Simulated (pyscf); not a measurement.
Single points on ωB97X-D3(BJ)/def2-SVP structures (PySCF, gas phase).

**Question.** What is the homolytic dissociation enthalpy (298 K, ωB97M-D3(BJ)/def2-TZVP) of the In–Si bond of H₃Si–InH–AsH₂, to SiH₃• + [H₂As–InH]•?

**Answer.** In–Si to SiH₃• + [H₂As–InH]•: 251.2 kJ/mol. The 7 functionals that were run give +226.2 (M06-2X) to +280.4 kJ/mol (ωB97X-D3(BJ)). The radicals are drawn with the spin at the cut bond; how far it spreads was not checked. Other isomers of [H₂As–InH]• were not searched in full and may lie lower. Elements up to Kr have no core potential and no relativistic terms here. Elements past Kr carry the def2 core potentials, without spin-orbit coupling.
